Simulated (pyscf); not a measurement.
This saddle point was located with ωB97X-D3(BJ)/def2-SVP in PySCF.

```
P
H 1 1.4251
H 1 1.4251 2 93.46
H 1 1.4734 2 92.80 3 92.98
H 4 1.3612 1 168.06 2 -46.77
```
Charge 0, spin multiplicity 2.

Surface: doublet, charge 0. Lowest wavenumbers (cm⁻¹): 788i, 306, 316, 1002, 1121.

Problem. Name the species on either side of this saddle.

Solution. PH₃ + H• ⇌ PH₂• + H₂, a hydrogen abstraction read from left to right: H–P broken and H–H formed. At ωB97M-D3(BJ)/def2-TZVP it lies +3.2 kcal/mol from the left side and +23.4 kcal/mol from the right (each side as separated species at their lowest minima found). One saddle was located; it need not be the lowest between these sides. The angle at the transferred H is 168°.
